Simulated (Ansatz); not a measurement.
**C3H6S: rigid torsion scan**

A script is to give a rigid torsion scan; the system is C3H6S. SMILES: C=CSC.

Computed with the Python package of Ansatz 0.2.0. Level of theory: r2SCAN+D3(BJ)/def2-SVP.

### 1 Starting point

Bond lengths: C1–C2 1.284 Å, C2–S3 1.697 Å, S3–C4 1.791 Å, C1–H5 1.148 Å, C1–H6 1.101 Å, C2–H7 1.063 Å, C4–H8 1.093 Å, C4–H9 1.067 Å, C4–H10 1.170 Å. Angles: C1–C2–S3 119.6°, C1–C2–H7 122.1°, S3–C2–H7 118.3°, C2–C1–H5 120.0°, C2–C1–H6 127.6°, H5–C1–H6 112.3°, C2–S3–C4 103.5°, S3–C4–H8 110.3°, S3–C4–H9 112.5°, S3–C4–H10 107.0°, H8–C4–H9 113.6°, H8–C4–H10 107.9°, H9–C4–H10 105.2°.

The script holds or builds the structure itself.

### 2 The code

run_torsion.py reads:

```python
"""Rigid torsion scan of C3H6S."""

import ansatz as az
from ase import Atoms


def main() -> None:
    atoms = Atoms(["C", "C", "S", "C", "H", "H", "H", "H", "H", "H"], positions=[
        (-0.656, 1.8862, -0.557),
        (-0.4424, 0.6397, -0.3344),
        (0.8756, 0.1739, 0.628),
        (0.8152, -1.6157, 0.5839),
        (-1.5501, 2.2101, -1.2),
        (-0.0916, 2.7454, -0.1627),
        (-1.0519, -0.1219, -0.7574),
        (0.8538, -1.9703, -0.4488),
        (1.5471, -2.0649, 1.2167),
        (-0.2165, -1.9338, 1.0345),
    ])

    # start the scan from a relaxed geometry
    first = (
        az.Crystal.molecule_from_ase(atoms).calculation()
        .basis(gaussian="def2-SVP")  # atom-centred Gaussian functions
        .functional("r2scan", dispersion="d3bj")
        .relax(force_tolerance=0.02, max_steps=80)
    )
    atoms.positions = first.run(threads=1).report["positions_ang"]

    start = atoms.get_dihedral(1, 2, 3, 7)
    energies = {}
    for turn in range(0, 121, 15):
        turned = atoms.copy()
        turned.set_dihedral(1, 2, 3, 7, start + turn, indices=[3, 7, 8, 9])
        base = (
            az.Crystal.molecule_from_ase(turned).calculation()
            .basis(gaussian="def2-SVP")  # the orbital basis, by name
            .functional("r2scan", dispersion="d3bj")
        )
        energies[round((start + turn) % 360)] = base.run(threads=1).report["free_energy_ev"]
    floor = min(energies.values())
    print("dihedral C1-S2-C3-H7 (deg)   E - E(min) (eV)")
    for angle, e in sorted(energies.items()):
        print(f"{angle:8d} {(e - floor):14.3f}  " + "#" * int(30 * (e - floor) / max(max(energies.values()) - floor, 1e-9)))


if __name__ == "__main__":
    main()
```

### 3 Running it

Run with:

```sh
$ python run_torsion.py
```

Q: Predict the main results. Wanted: range of energy; lowest point, turn.

As calculated:

| quantity | value |
| --- | --- |
| runs compared | 9 |
| range of energy | 0.077 eV |
| lowest point, turn (°) | 0 |

The lowest point lies at a turn of 0°, the highest 0.077 eV (7.5 kJ/mol) above it at 60°. The grid can miss the true lowest and highest points, and the rest of the molecule is held rigid. Run 0: The relaxation took 4 moves; the largest shift is 0.089 Å. Reading the output:
- The scan is rigid and the energies are electronic, in a modest basis. With rigid groups the curve can differ much from the relaxed path, the start wasn't checked as a minimum of this torsion, and equivalent turns needn't return to the same energy.
- A dispersion term here runs with damping parameters fitted for another variant or functional.
